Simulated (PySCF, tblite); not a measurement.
# SiNH4+: diradical character

Wanted: diradical character for SiNH4+ (`[NH+][SiH3]`).

Programs: tblite 0.8.0 and PySCF 2.14.0, with routines of our own; each step states its level. All values are computed. Atoms count from 0.

### Step 1. The system as given

6 atoms, charge 1, high-spin multiplicity 3; geometry from: distance geometry.

### Step 2. Geometry optimisation with GFN2-xTB, multiplicity 3

Job settings and geometry (Å):

```
{"job": {"kind": "relax", "method": "GFN2-xTB"}, "charge": 1, "multiplicity": 3}
N      1.219800    -0.623900    -0.270200
Si    -0.443300    -0.007700     0.004900
H      1.851200     0.158000     0.045700
H     -0.728100    -0.164000     1.427000
H     -1.420300    -0.767100    -0.807700
H     -0.479300     1.404600    -0.399700
```

Launch:

```sh
$ OMP_NUM_THREADS=1 python exch_run.py task.json out
```

This one command runs all jobs of the session in turn.

What it wrote:

```text
step      E/eV     max force
  0    -165.10804    4.242
  1    -165.47275    2.878
  2    -165.49504    5.505
  3    -165.67536    1.255
  4    -165.72154    0.941
  5    -165.85284    2.030
  6    -165.88865    1.111
  7    -165.92313    0.302
  8    -165.92743    0.202
  9    -165.93118    0.219
 10    -165.93439    0.227
 11    -165.93839    0.276
 12    -165.94329    0.240
 13    -165.94725    0.209
 14    -165.95136    0.223
 15    -165.95449    0.213
 16    -165.95670    0.176
 17    -165.95744    0.069
 18    -165.95783    0.066
 19    -165.95844    0.134
 20    -165.95968    0.235
 21    -165.96192    0.309
 22    -165.96504    0.289
 23    -165.96767    0.173
 24    -165.96912    0.096
 25    -165.96987    0.100
 26    -165.97059    0.192
 27    -165.97180    0.186
 28    -165.97374    0.191
 29    -165.97594    0.172
 30    -165.97706    0.139
 31    -165.97797    0.118
 32    -165.97839    0.064
 33    -165.97868    0.067
 34    -165.97881    0.048
 35    -165.97886    0.028
 36    -165.97888    0.020
```

Wall time 0.1 s (1 thread of Arm Neoverse V2, shared host).

The steps of the relaxation: (not every step is listed)

| step | energy from step 0 (eV) | largest force (eV/Å) |
| --- | --- | --- |
| 0 | 0.0000 | 4.2424 |
| 1 | -0.3647 | 2.8785 |
| 2 | -0.3870 | 5.5046 |
| 3 | -0.5673 | 1.2555 |
| 4 | -0.6135 | 0.9412 |
| 5 | -0.7448 | 2.0298 |
| 6 | -0.7806 | 1.1113 |
| 7 | -0.8151 | 0.3018 |
| 8 | -0.8194 | 0.2019 |
| 10 | -0.8264 | 0.2271 |
| 12 | -0.8353 | 0.2404 |
| 14 | -0.8433 | 0.2233 |
| 16 | -0.8487 | 0.1760 |
| 18 | -0.8498 | 0.0664 |
| 20 | -0.8516 | 0.2349 |
| 22 | -0.8570 | 0.2887 |
| 24 | -0.8611 | 0.0958 |
| 26 | -0.8625 | 0.1915 |
| 28 | -0.8657 | 0.1906 |
| 30 | -0.8690 | 0.1388 |
| 31 | -0.8699 | 0.1185 |
| 32 | -0.8704 | 0.0635 |
| 33 | -0.8706 | 0.0673 |
| 34 | -0.8708 | 0.0484 |
| 35 | -0.8708 | 0.0281 |
| 36 | -0.8708 | 0.0196 |

Close pairs (by a distance rule), those that changed most:

| bond | before (Å) | after (Å) | change (Å) |
| --- | --- | --- | --- |
| N0–Si1 | 1.795 | 1.643 | -0.152 |
| N0–H2 | 1.053 | 1.006 | -0.048 |
| Si1–H3 | 1.459 | 1.490 | +0.031 |
| Si1–H5 | 1.470 | 1.485 | +0.016 |
| Si1–H4 | 1.480 | 1.488 | +0.007 |

The end geometry stands in the next job.

### Step 3. Relaxing the molecule at PBE0-D3(BJ)/def2-SVP, multiplicity 3

Job settings and geometry (Å):

```
{"job": {"kind": "geom", "xc": "PBE0", "basis": "def2-SVP", "d3": "d3bj", "grid": 1, "mult": 3}, "charge": 1, "multiplicity": 3}
N      1.123248    -0.166149    -0.114211
Si    -0.494695     0.088319     0.016442
H      2.109346    -0.363928    -0.116595
H     -0.801194    -0.141682     1.456262
H     -1.161287    -0.897333    -0.876295
H     -0.769173     1.484654    -0.408751
```

What it wrote:

```text
step   0  E = -345.89815205  max force = 0.070411
step   1  E = -345.90641826  max force = 0.036778
step   2  E = -345.90950431  max force = 0.011932
step   3  E = -345.90986241  max force = 0.003265
step   4  E = -345.90990701  max force = 0.000401
step   5  E = -345.90991133  max force = 0.000365
optimisation converged
```

Run time: 4.7 s. Hardware: 1 thread of Arm Neoverse V2, shared host; peak memory 0.25 GiB.

Along the way:

| step | energy from step 0 (eV) | largest force component (eV/Å) |
| --- | --- | --- |
| 0 | 0.0000 | 3.6207 |
| 1 | -0.2249 | 1.8912 |
| 2 | -0.3089 | 0.6136 |
| 3 | -0.3187 | 0.1679 |
| 4 | -0.3199 | 0.0206 |
| 5 | -0.3200 | 0.0188 |

Close pairs (by a distance rule), those that changed most:

| bond | before (Å) | after (Å) | change (Å) |
| --- | --- | --- | --- |
| N0–Si1 | 1.643 | 1.831 | +0.187 |
| N0–H2 | 1.006 | 1.034 | +0.028 |
| Si1–H3 | 1.490 | 1.487 | -0.003 |
| Si1–H4 | 1.488 | 1.486 | -0.001 |
| Si1–H5 | 1.485 | 1.486 | +0.001 |

The next job starts from the end point, and lists it.

| at the end point | value |
| --- | --- |
| point group (found at 0.08 Å tolerance) | C3v |
| ⟨S²⟩ | 2.013 |

### Step 4. Relaxing the molecule at PBE0-D3(BJ)/def2-SVP, multiplicity 1 (broken symmetry allowed)

Job settings and geometry (Å):

```
{"job": {"kind": "geom", "xc": "PBE0", "basis": "def2-SVP", "d3": "d3bj", "grid": 1, "mult": 1, "from_first": true, "bs": true}, "charge": 1, "multiplicity": 1}
N      1.166864    -0.174244    -0.113912
Si    -0.636063     0.102697     0.039565
H      2.184245    -0.352660    -0.161307
H     -0.820532    -0.151067     1.493200
H     -1.151063    -0.936253    -0.890321
H     -0.737206     1.515407    -0.410373
```

What it wrote:

```text
step   0  E = -345.88732074  max force = 0.008057
step   1  E = -345.88751423  max force = 0.004840
step   2  E = -345.88762575  max force = 0.000980
step   3  E = -345.88763873  max force = 0.000620
step   4  E = -345.88768305  max force = 0.000624
step   5  E = -345.88769450  max force = 0.000451
step   6  E = -345.88769704  max force = 0.000082
optimisation converged
```

Wall time 5.2 s (1 thread of Arm Neoverse V2, shared host); peak memory 0.25 GiB.

Along the way:

| step | energy from step 0 (eV) | largest force component (eV/Å) |
| --- | --- | --- |
| 0 | 0.0000 | 0.4143 |
| 1 | -0.0053 | 0.2489 |
| 2 | -0.0083 | 0.0504 |
| 3 | -0.0087 | 0.0319 |
| 4 | -0.0099 | 0.0321 |
| 5 | -0.0102 | 0.0232 |
| 6 | -0.0102 | 0.0042 |

Distances of close pairs at the start and the end, largest changes first:

| bond | before (Å) | after (Å) | change (Å) |
| --- | --- | --- | --- |
| N0–Si1 | 1.831 | 1.795 | -0.036 |
| Si1–H5 | 1.486 | 1.494 | +0.008 |
| Si1–H4 | 1.486 | 1.492 | +0.006 |
| N0–H2 | 1.034 | 1.033 | -0.001 |
| Si1–H3 | 1.487 | 1.488 | +0.001 |

Where it ended (Å):

```xyz
6
H4NSi
N     1.1528   -0.1892   -0.0843
Si   -0.6149    0.0869    0.0574
H     2.1682   -0.3031   -0.2332
H    -0.8576   -0.1529    1.5062
H    -1.1399   -0.9431   -0.8855
H    -0.7022    1.5053   -0.4038
```

| at the end point | value |
| --- | --- |
| ⟨S²⟩ | 1.005 |

### Step 5. Diradical character: CASSCF and SC-NEVPT2/def2-TZVP (2,2), geometry of multiplicity 3

Job settings and geometry (Å):

```
{"job": {"kind": "cas", "basis": "def2-TZVP", "active": "magnetic"}, "charge": 1, "high_spin_multiplicity": 3}
N      1.166864    -0.174244    -0.113912
Si    -0.636063     0.102697     0.039565
H      2.184245    -0.352660    -0.161307
H     -0.820532    -0.151067     1.493200
H     -1.151063    -0.936253    -0.890321
H     -0.737206     1.515407    -0.410373
```

Level: CASSCF and SC-NEVPT2/def2-TZVP spin states, gas phase.

What it wrote:

```text
start orbitals: natural orbitals of the high-spin HF determinant (converged)
active space: 2 electrons in 2 orbitals, 11 closed; orbitals optimised for multiplicities 3 1
macro   0  E = -345.3640833070  dE =  0.000e+00  |g| = 1.154e-01
macro   1  E = -345.3653828722  dE = -1.300e-03  |g| = 2.980e-02
macro   2  E = -345.3655092798  dE = -1.264e-04  |g| = 9.118e-03
macro   3  E = -345.3655183679  dE = -9.088e-06  |g| = 2.943e-03
macro   4  E = -345.3655191285  dE = -7.606e-07  |g| = 3.312e-04
macro   5  E = -345.3655191471  dE = -1.859e-08  |g| = 1.207e-04
CASSCF converged, mean energy = -345.3655191471
2S+1 = 3  root 0  E(CAS) = -345.39795663  E(NEVPT2) = -345.64750229  occupations 1.000 1.000
2S+1 = 1  root 0  E(CAS) = -345.33308166  E(NEVPT2) = -345.58564548  occupations 1.003 0.997
2S+1 = 1  root 1  E(CAS) = -345.32876089  E(NEVPT2) = -345.58468758  occupations 1.002 0.998
2S+1 = 1  root 2  E(CAS) = -345.26388538  E(NEVPT2) = -345.52422319  occupations 1.004 0.996
D(spin-spin) = 1.6400 cm-1, E/D = 0.000
D(spin-orbit) = 0.1912 cm-1, D(total) = 1.8312 cm-1, E/D = 0.000
```

Wall time 1.3 s (1 thread of Arm Neoverse V2, shared host); peak memory 0.27 GiB.

In short:

| quantity | value |
| --- | --- |
| J (CASSCF) | 7119 cm⁻¹ |
| J (NEVPT2) | 6788 cm⁻¹ |
| low less high spin (NEVPT2) | 38.8 kcal/mol |
| diradical index y0 | 1.00 |
| zero-field D | 1.831 cm⁻¹ |

Mulliken spin populations of the high-spin state:

| atom | value (e) |
| --- | --- |
| N0 | 1.91 |
| Si1 | 0.04 |
| H2 | 0.01 |
| H3 | 0.01 |
| H4 | 0.01 |
| H5 | 0.01 |

### Step 6. Diradical character: CASSCF and SC-NEVPT2/def2-TZVP (4,4), geometry of multiplicity 3

Job settings and geometry (Å):

```
{"job": {"kind": "cas", "basis": "def2-TZVP", "active": "natural", "max": 6, "thr": 0.006, "orbitals": "high"}, "charge": 1, "high_spin_multiplicity": 3}
N      1.166864    -0.174244    -0.113912
Si    -0.636063     0.102697     0.039565
H      2.184245    -0.352660    -0.161307
H     -0.820532    -0.151067     1.493200
H     -1.151063    -0.936253    -0.890321
H     -0.737206     1.515407    -0.410373
```

Method: CASSCF and SC-NEVPT2/def2-TZVP spin states, gas phase.

What it wrote:

```text
start orbitals: natural orbitals of the high-spin HF determinant (converged)
active space: 4 electrons in 4 orbitals, 10 closed; orbitals optimised for multiplicities 3
macro   0  E = -345.4153667427  dE =  0.000e+00  |g| = 2.918e-02
macro   1  E = -345.4157042293  dE = -3.375e-04  |g| = 9.185e-03
macro   2  E = -345.4157724876  dE = -6.826e-05  |g| = 4.186e-03
macro   3  E = -345.4157928899  dE = -2.040e-05  |g| = 2.798e-03
macro   4  E = -345.4158756332  dE = -8.274e-05  |g| = 9.632e-03
macro   5  E = -345.4165287949  dE = -6.532e-04  |g| = 5.571e-02
macro   6  E = -345.4143274370  step rejected
macro   7  E = -345.4165288969  dE = -1.021e-07  |g| = 7.145e-02
macro   8  E = -345.4166267756  dE = -9.788e-05  |g| = 6.386e-02
macro   9  E = -345.4167289112  dE = -1.021e-04  |g| = 6.223e-02
macro  10  E = -345.4176584140  dE = -9.295e-04  |g| = 5.720e-02
macro  11  E = -345.4191564249  dE = -1.498e-03  |g| = 6.188e-02
macro  12  E = -345.4179029080  step rejected
macro  13  E = -345.4201753628  dE = -1.019e-03  |g| = 6.295e-02
macro  14  E = -345.4209364989  dE = -7.611e-04  |g| = 1.719e-02
macro  15  E = -345.4210391547  dE = -1.027e-04  |g| = 6.560e-03
macro  16  E = -345.4210578990  dE = -1.874e-05  |g| = 3.720e-03
macro  17  E = -345.4210633023  dE = -5.403e-06  |g| = 1.597e-03
macro  18  E = -345.4210642021  dE = -8.998e-07  |g| = 8.171e-04
macro  19  E = -345.4210643943  dE = -1.922e-07  |g| = 3.361e-04
macro  20  E = -345.4210644134  dE = -1.911e-08  |g| = 1.014e-04
CASSCF converged, mean energy = -345.4210644134
2S+1 = 3  root 0  E(CAS) = -345.42106441  E(NEVPT2) = -345.64590292  occupations 1.977 1.000 1.000 0.023
2S+1 = 3  root 1  E(CAS) = -344.97478757  E(NEVPT2) = -345.29292115  occupations 1.951 1.022 1.000 0.027
2S+1 = 1  root 0  E(CAS) = -345.34529119  E(NEVPT2) = -345.58347038  occupations 1.985 1.003 0.997 0.015
2S+1 = 1  root 1  E(CAS) = -345.34524540  E(NEVPT2) = -345.58348857  occupations 1.985 1.002 0.998 0.015
2S+1 = 1  root 2  E(CAS) = -345.28189136  E(NEVPT2) = -345.52433581  occupations 1.976 1.008 1.000 0.015
D(spin-spin) = 1.7903 cm-1, E/D = 0.000
D(spin-orbit) = 0.2103 cm-1, D(total) = 2.0005 cm-1, E/D = 0.001
```

Wall time 1.1 s (1 thread of Arm Neoverse V2, shared host); peak memory 0.28 GiB.

J and the spin gap of this run are not to be taken as properties: the orbitals were optimised for multiplicity 3 alone, so the other state lies too high.

### Step 7. Diradical character: HF/def2-TZVP, geometry of multiplicity 3

Job settings and geometry (Å):

```
{"job": {"kind": "bs", "xc": "HF", "basis": "def2-TZVP", "rks": true, "grid": 1}, "charge": 1, "high_spin_multiplicity": 3}
N      1.166864    -0.174244    -0.113912
Si    -0.636063     0.102697     0.039565
H      2.184245    -0.352660    -0.161307
H     -0.820532    -0.151067     1.493200
H     -1.151063    -0.936253    -0.890321
H     -0.737206     1.515407    -0.410373
```

Method: HF/def2-TZVP high-spin, broken-symmetry and restricted single points, gas phase.

What it wrote:

```text
high-spin state, multiplicity 3
final grid: 44408 points
cycle   1  E = -345.2788290779  dE = -7.331e-02  |g| = 3.686e-01  |ddm| = 1.165e+00
cycle   2  E = -345.3865837065  dE = -1.078e-01  |g| = 1.534e-01  |ddm| = 3.858e-01
cycle   3  E = -345.4039105464  dE = -1.733e-02  |g| = 5.765e-02  |ddm| = 1.114e-01
cycle   4  E = -345.4090327126  dE = -5.122e-03  |g| = 1.857e-02  |ddm| = 7.733e-02
cycle   5  E = -345.4096498018  dE = -6.171e-04  |g| = 7.842e-03  |ddm| = 2.462e-02
cycle   6  E = -345.4097554263  dE = -1.056e-04  |g| = 3.496e-03  |ddm| = 1.109e-02
cycle   7  E = -345.4097813257  dE = -2.590e-05  |g| = 1.320e-03  |ddm| = 7.032e-03
cycle   8  E = -345.4097855509  dE = -4.225e-06  |g| = 3.909e-04  |ddm| = 3.712e-03
cycle   9  E = -345.4097859197  dE = -3.688e-07  |g| = 1.355e-04  |ddm| = 1.154e-03
cycle  10  E = -345.4097859673  dE = -4.757e-08  |g| = 4.215e-05  |ddm| = 4.383e-04
cycle  11  E = -345.4097859712  dE = -3.908e-09  |g| = 1.581e-05  |ddm| = 1.085e-04
converged SCF energy = -345.4097859712

broken-symmetry state, M_S = 0, start: spins of the second site flipped
final grid: 21424 points
cycle   1  E = -345.3744376314  dE = -1.038e-02  |g| = 3.908e-02  |ddm| = 5.583e-02
cycle   2  E = -345.3751793173  dE = -7.417e-04  |g| = 1.093e-02  |ddm| = 1.656e-02
cycle   3  E = -345.3752664630  dE = -8.715e-05  |g| = 2.490e-03  |ddm| = 8.930e-03
cycle   4  E = -345.3752743056  dE = -7.843e-06  |g| = 1.442e-03  |ddm| = 2.875e-03
cycle   5  E = -345.3752796326  dE = -5.327e-06  |g| = 4.713e-04  |ddm| = 3.966e-03
cycle   6  E = -345.3752802822  dE = -6.496e-07  |g| = 1.164e-04  |ddm| = 1.697e-03
cycle   7  E = -345.3752803152  dE = -3.299e-08  |g| = 4.158e-05  |ddm| = 3.228e-04
cycle   8  E = -345.3752803193  dE = -4.100e-09  |g| = 1.941e-05  |ddm| = 8.364e-05
converged SCF energy = -345.3752803193

<S^2> high spin = 2.0259, broken symmetry = 1.0117
E(HS) - E(BS) = -7573.12 cm-1
J_noodleman = 7573.12 cm-1
J_unprojected = 3786.56 cm-1
J_yamaguchi = 7466.56 cm-1

restricted closed-shell singlet
final grid: 21424 points
cycle   1  E = -345.3010327337  dE = -6.090e-03  |g| = 3.594e-02  |ddm| = 1.066e-01
cycle   2  E = -345.3018083150  dE = -7.756e-04  |g| = 1.431e-02  |ddm| = 3.465e-02
cycle   3  E = -345.3019672899  dE = -1.590e-04  |g| = 5.704e-03  |ddm| = 1.711e-02
cycle   4  E = -345.3019976074  dE = -3.032e-05  |g| = 1.103e-03  |ddm| = 8.771e-03
cycle   5  E = -345.3019989086  dE = -1.301e-06  |g| = 2.821e-04  |ddm| = 1.730e-03
cycle   6  E = -345.3019990223  dE = -1.137e-07  |g| = 7.977e-05  |ddm| = 5.421e-04
cycle   7  E = -345.3019990302  dE = -7.923e-09  |g| = 4.206e-05  |ddm| = 1.202e-04
converged SCF energy = -345.3019990302
```

Run time: 0.6 s. Hardware: 1 thread of Arm Neoverse V2, shared host; peak memory 0.28 GiB.

From this job:

| quantity | value |
| --- | --- |
| J (Yamaguchi) | 7467 cm⁻¹ |
| low less high spin, projected | 43.2 kcal/mol |
| closed shell less high spin (no spin gap: the broken-symmetry state lies far lower) | 67.6 kcal/mol |

### Step 8. Diradical character: BHandHLYP/def2-TZVP, geometry of multiplicity 3

Job settings and geometry (Å):

```
{"job": {"kind": "bs", "xc": "BHandHLYP", "basis": "def2-TZVP", "rks": true, "grid": 1}, "charge": 1, "high_spin_multiplicity": 3}
N      1.166864    -0.174244    -0.113912
Si    -0.636063     0.102697     0.039565
H      2.184245    -0.352660    -0.161307
H     -0.820532    -0.151067     1.493200
H     -1.151063    -0.936253    -0.890321
H     -0.737206     1.515407    -0.410373
```

Level: BHandHLYP/def2-TZVP high-spin, broken-symmetry and restricted single points, gas phase.

What it wrote:

```text
high-spin state, multiplicity 3
final grid: 21424 points
cycle   1  E = -346.2410011683  dE = -9.151e-03  |g| = 2.867e-02  |ddm| = 1.210e-01
cycle   2  E = -346.2416675323  dE = -6.664e-04  |g| = 1.507e-02  |ddm| = 3.253e-02
cycle   3  E = -346.2418301486  dE = -1.626e-04  |g| = 5.958e-03  |ddm| = 1.182e-02
cycle   4  E = -346.2418807863  dE = -5.064e-05  |g| = 1.519e-03  |ddm| = 8.541e-03
cycle   5  E = -346.2418855840  dE = -4.798e-06  |g| = 7.288e-04  |ddm| = 2.906e-03
cycle   6  E = -346.2418863567  dE = -7.726e-07  |g| = 2.013e-04  |ddm| = 1.279e-03
cycle   7  E = -346.2418864414  dE = -8.471e-08  |g| = 5.405e-05  |ddm| = 5.356e-04
cycle   8  E = -346.2418864464  dE = -5.062e-09  |g| = 1.256e-05  |ddm| = 1.315e-04
converged SCF energy = -346.2418864464

broken-symmetry state, M_S = 0, start: spins of the second site flipped
final grid: 21424 points
cycle   1  E = -346.2198609386  dE = -5.785e-03  |g| = 1.986e-02  |ddm| = 4.781e-02
cycle   2  E = -346.2200806582  dE = -2.197e-04  |g| = 6.247e-03  |ddm| = 1.256e-02
cycle   3  E = -346.2201046166  dE = -2.396e-05  |g| = 4.093e-03  |ddm| = 6.857e-03
cycle   4  E = -346.2201156953  dE = -1.108e-05  |g| = 9.917e-04  |ddm| = 3.146e-03
cycle   5  E = -346.2201180302  dE = -2.335e-06  |g| = 2.255e-04  |ddm| = 2.833e-03
cycle   6  E = -346.2201181249  dE = -9.469e-08  |g| = 6.798e-05  |ddm| = 5.141e-04
cycle   7  E = -346.2201181340  dE = -9.105e-09  |g| = 2.476e-05  |ddm| = 1.311e-04
converged SCF energy = -346.2201181340

<S^2> high spin = 2.0148, broken symmetry = 1.0076
E(HS) - E(BS) = -4777.59 cm-1
J_noodleman = 4777.59 cm-1
J_unprojected = 2388.80 cm-1
J_yamaguchi = 4743.38 cm-1

restricted closed-shell singlet
final grid: 21424 points
cycle   1  E = -346.1618300496  dE = -5.744e-03  |g| = 2.606e-02  |ddm| = 1.210e-01
cycle   2  E = -346.1622750711  dE = -4.450e-04  |g| = 1.923e-02  |ddm| = 3.670e-02
cycle   3  E = -346.1623750429  dE = -9.997e-05  |g| = 4.949e-03  |ddm| = 1.377e-02
cycle   4  E = -346.1624021325  dE = -2.709e-05  |g| = 1.988e-03  |ddm| = 9.535e-03
cycle   5  E = -346.1624037281  dE = -1.596e-06  |g| = 3.176e-04  |ddm| = 2.179e-03
cycle   6  E = -346.1624038181  dE = -9.001e-08  |g| = 1.102e-04  |ddm| = 5.446e-04
cycle   7  E = -346.1624038500  dE = -3.195e-08  |g| = 9.210e-05  |ddm| = 2.625e-04
cycle   8  E = -346.1624038873  dE = -3.727e-08  |g| = 8.934e-05  |ddm| = 3.206e-04
cycle   9  E = -346.1624039376  dE = -5.033e-08  |g| = 8.896e-05  |ddm| = 4.377e-04
cycle  10  E = -346.1624039799  dE = -4.225e-08  |g| = 8.883e-05  |ddm| = 3.683e-04
cycle  11  E = -346.1624041481  dE = -1.683e-07  |g| = 8.867e-05  |ddm| = 1.470e-03
cycle  12  E = -346.1624065662  dE = -2.418e-06  |g| = 1.027e-04  |ddm| = 2.146e-02
cycle  13  E = -346.1624065430  dE =  2.312e-08  |g| = 1.014e-04  |ddm| = 2.091e-04
cycle  14  E = -346.1624130553  dE = -6.512e-06  |g| = 8.360e-04  |ddm| = 6.419e-02
cycle  15  E = -346.1624110599  dE =  1.995e-06  |g| = 4.341e-04  |ddm| = 2.158e-02
cycle  16  E = -346.1624101262  dE =  9.337e-07  |g| = 3.950e-04  |ddm| = 9.020e-03
cycle  17  E = -346.1624186619  dE = -8.536e-06  |g| = 1.944e-03  |ddm| = 1.032e-01
cycle  18  E = -346.1624187200  dE = -5.810e-08  |g| = 2.842e-03  |ddm| = 2.160e-02
cycle  19  E = -346.1624202505  dE = -1.531e-06  |g| = 1.534e-03  |ddm| = 1.078e-02
cycle  20  E = -346.1624234935  dE = -3.243e-06  |g| = 2.497e-03  |ddm| = 5.827e-02
cycle  21  E = -346.1624232623  dE =  2.312e-07  |g| = 2.291e-03  |ddm| = 8.066e-03
cycle  22  E = -346.1624195396  dE =  3.723e-06  |g| = 3.570e-04  |ddm| = 6.881e-02
cycle  23  E = -346.1623588889  dE =  6.065e-05  |g| = 1.375e-02  |ddm| = 2.620e-01
cycle  24  E = -346.1623447666  dE =  1.412e-05  |g| = 1.497e-02  |ddm| = 1.003e-02
cycle  25  E = -346.1624242699  dE = -7.950e-05  |g| = 5.143e-04  |ddm| = 2.179e-01
cycle  26  E = -346.1624257091  dE = -1.439e-06  |g| = 2.702e-04  |ddm| = 1.644e-02
cycle  27  E = -346.1624291187  dE = -3.410e-06  |g| = 9.454e-04  |ddm| = 4.790e-02
cycle  28  E = -346.1624333651  dE = -4.246e-06  |g| = 1.820e-03  |ddm| = 7.458e-02
cycle  29  E = -346.1624341572  dE = -7.921e-07  |g| = 1.380e-03  |ddm| = 2.898e-03
cycle  30  E = -346.1624360684  dE = -1.911e-06  |g| = 2.842e-03  |ddm| = 7.833e-02
cycle  31  E = -346.1624383229  dE = -2.255e-06  |g| = 1.180e-03  |ddm| = 1.225e-02
cycle  32  E = -346.1624395544  dE = -1.232e-06  |g| = 1.147e-04  |ddm| = 1.236e-02
cycle  33  E = -346.1623488490  dE =  9.071e-05  |g| = 1.485e-02  |ddm| = 2.277e-01
cycle  34  E = -346.1624128928  dE = -6.404e-05  |g| = 8.461e-03  |ddm| = 5.294e-02
cycle  35  E = -346.1624313167  dE = -1.842e-05  |g| = 5.337e-03  |ddm| = 5.428e-02
SCF not converged, last energy = -346.1624313167
restart with level shift 0.3
final grid: 21424 points
cycle   1  E = -346.1606349278  dE = -4.549e-03  |g| = 3.556e-02  |ddm| = 8.294e-02
cycle   2  E = -346.1616953830  dE = -1.060e-03  |g| = 2.002e-02  |ddm| = 3.591e-02
cycle   3  E = -346.1620993377  dE = -4.040e-04  |g| = 1.177e-02  |ddm| = 2.204e-02
cycle   4  E = -346.1622960144  dE = -1.967e-04  |g| = 6.420e-03  |ddm| = 1.657e-02
cycle   5  E = -346.1623677098  dE = -7.170e-05  |g| = 3.711e-03  |ddm| = 9.861e-03
cycle   6  E = -346.1623922609  dE = -2.455e-05  |g| = 2.563e-03  |ddm| = 6.610e-03
cycle   7  E = -346.1624002068  dE = -7.946e-06  |g| = 1.574e-03  |ddm| = 3.193e-03
cycle   8  E = -346.1624026555  dE = -2.449e-06  |g| = 9.880e-04  |ddm| = 1.671e-03
cycle   9  E = -346.1624034621  dE = -8.066e-07  |g| = 5.752e-04  |ddm| = 8.946e-04
cycle  10  E = -346.1624037224  dE = -2.604e-07  |g| = 3.495e-04  |ddm| = 5.087e-04
...
cycle  60  E = -346.1624117047  dE = -8.863e-08  |g| = 1.077e-04  |ddm| = 5.934e-04
cycle  61  E = -346.1624118815  dE = -1.768e-07  |g| = 2.893e-04  |ddm| = 1.879e-03
cycle  62  E = -346.1624119729  dE = -9.139e-08  |g| = 1.542e-04  |ddm| = 7.616e-04
cycle  63  E = -346.1624120222  dE = -4.928e-08  |g| = 9.807e-05  |ddm| = 4.272e-04
cycle  64  E = -346.1624120528  dE = -3.065e-08  |g| = 7.846e-05  |ddm| = 2.786e-04
cycle  65  E = -346.1624120898  dE = -3.698e-08  |g| = 8.139e-05  |ddm| = 3.590e-04
cycle  66  E = -346.1624121221  dE = -3.233e-08  |g| = 7.790e-05  |ddm| = 3.105e-04
cycle  67  E = -346.1624121852  dE = -6.309e-08  |g| = 1.116e-04  |ddm| = 6.432e-04
cycle  68  E = -346.1624122260  dE = -4.074e-08  |g| = 8.718e-05  |ddm| = 3.802e-04
cycle  69  E = -346.1624122492  dE = -2.322e-08  |g| = 7.339e-05  |ddm| = 2.137e-04
cycle  70  E = -346.1624123470  dE = -9.785e-08  |g| = 1.676e-04  |ddm| = 1.049e-03
SCF not converged, last energy = -346.1624123470
```

Wall time 6.5 s (1 thread of Arm Neoverse V2, shared host); peak memory 0.31 GiB.

The closed-shell SCF did not converge, so its energy is left aside; the high-spin and broken-symmetry states did.

Key values:

| quantity | value |
| --- | --- |
| J (Yamaguchi) | 4743 cm⁻¹ |
| low less high spin, projected | 27.3 kcal/mol |

[end of part 1 of 3]
